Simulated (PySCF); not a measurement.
Stepwise substitution at one centre (Al Cl-OH). Isolated molecules, 0 K electronic values unless said otherwise. One relaxed conformer stands for each flexible species; it need not be the lowest. Strings in code marks are SMILES.

The LUMO from two functionals at the same geometries (B3LYP-D3(BJ)/def2-TZVP), both in PySCF: PBE-D3(BJ)/def2-TZVP and M06-2X/def2-TZVP. 

| species | PBE-D3(BJ)/def2-TZVP (eV) |
|---|---|
| 0 of 3 Cl replaced by OH | -2.17 |
| 1 of 3 Cl replaced by OH (`[Cl][Al]([Cl])[OH]` (H–O–Al–Cl torsion 180°)) | -1.87 |
| 2 of 3 Cl replaced by OH (`[OH][Al]([OH])[Cl]` (H–O–Al–Cl torsion 0°, Cl–Al–O–H torsion 180°)) | -1.58 |

Task: What does M06-2X/def2-TZVP give for each?

Result: 
- 0 of 3 Cl replaced by OH: -0.74
- 1 of 3 Cl replaced by OH (`[Cl][Al]([Cl])[OH]` (H–O–Al–Cl torsion 180°)): -0.45
- 2 of 3 Cl replaced by OH (`[OH][Al]([OH])[Cl]` (H–O–Al–Cl torsion 0°, Cl–Al–O–H torsion 180°)): -0.18
Over these rows, drawn at random from the members with no instability flagged (it was tested for open shells, ions and some series alone), PBE minus M06-2X: mean -1.42 eV, from -1.44 eV to -1.40 eV.
